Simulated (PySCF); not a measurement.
# Where the electron goes

Species: C₂H₂F₂O.
Structure used (PBE0-D3(BJ)/def2-SVP), in Å, numbered top down from 1:
```xyz
7
C2H2F2O angstrom
F     -1.6850   -0.5164    0.0938
C     -0.6218    0.1365   -0.3861
O      0.4178   -0.6595   -0.8548
C      0.6369    0.0230    0.3350
F      0.6662   -0.7272    1.4416
H     -0.9162    0.9881   -1.0127
H      1.4333    0.7784    0.3356
```

Method used: TDDFT B3LYP/def2-SVPD, vertical, gas phase, core orbitals frozen in the response (PySCF).

Frontier orbitals with the atoms that hold most of them (Löwdin shares over 4%, at most four atoms; ? is withheld):

```json
{"orbital": "LUMO+2", "ε (eV)": "1.16", "atoms": "O3 20%, F5 16%, F1 16%, H6 14%"}
{"orbital": "LUMO+1", "ε (eV)": "1.12", "atoms": "H7 20%, H6 20%, O3 15%, C2 12%"}
{"orbital": "LUMO", "ε (eV)": "?", "atoms": "?"}
{"orbital": "HOMO", "ε (eV)": "-8.93", "atoms": "?"}
{"orbital": "HOMO-1", "ε (eV)": "-9.90", "atoms": "O3 66%, C4 9%, C2 9%, F5 7%"}
{"orbital": "HOMO-2", "ε (eV)": "-10.79", "atoms": "F5 26%, F1 25%, O3 21%, C4 8%"}
{"orbital": "HOMO-3", "ε (eV)": "-11.85", "atoms": "F5 36%, F1 36%, O3 10%, C2 6%"}
```

Task: Which atoms hold the LUMO, and with what shares?

Result: C2 (bonded to C, F, O and H) 23%; C4 (bonded to C, F, O and H) 23%; H6 (bonded to C) 16%; H7 (bonded to C) 16%. By element: carbon 47%, hydrogen 32%.

Task: Which atoms hold the HOMO, and with what shares?

Result: O3 (bonded to 2 C) 28%; C2 (bonded to C, F, O and H) 19%; C4 (bonded to C, F, O and H) 19%; F1 (bonded to C) 14%. By element: carbon 37%, oxygen 28%, fluorine 14% or more.

Task: What is the LUMO energy, and the HOMO–LUMO gap?

Result: ε(LUMO) = 0.38 eV; the gap is 9.31 eV (0.3420 hartree).

Task: How does S1 compare with the orbital gap of 9.31 eV?

Result: S1 is at 8.23 eV (f = 0.013), 1.08 eV below the gap, made of HOMO→LUMO (98%). Without the coupling terms of the response equations the lowest excitation would equal the gap.

Task: One configuration dominates each of S1, S3, S5 and S8. Which, and how do the shares of the two leading atoms of either orbital change from the occupied to the empty one?

Result: 
- S1 (8.23 eV, f 0.013), HOMO→LUMO (98%): O3 28% → at most 16%, C2 19% → 23%, C4 19% → 23%
- S3 (9.06 eV, f 0.033), HOMO→LUMO+1 (99%): O3 28% → 15%, C2 19% → 12%, H7 at most 15% → 20%, H6 at most 15% → 20%
- S5 (9.30 eV, f 0.020), HOMO-1→LUMO (95%): O3 66% → at most 16%, C4 9% → 23%, C2 9% → 23%
- S8 (10.06 eV, f 0.011), HOMO-1→LUMO+1 (95%): O3 66% → 15%, C4 9% → at most 12%, H7 at most 7% → 20%, H6 at most 7% → 20%

Löwdin shares depend on the basis, the more so with diffuse functions.
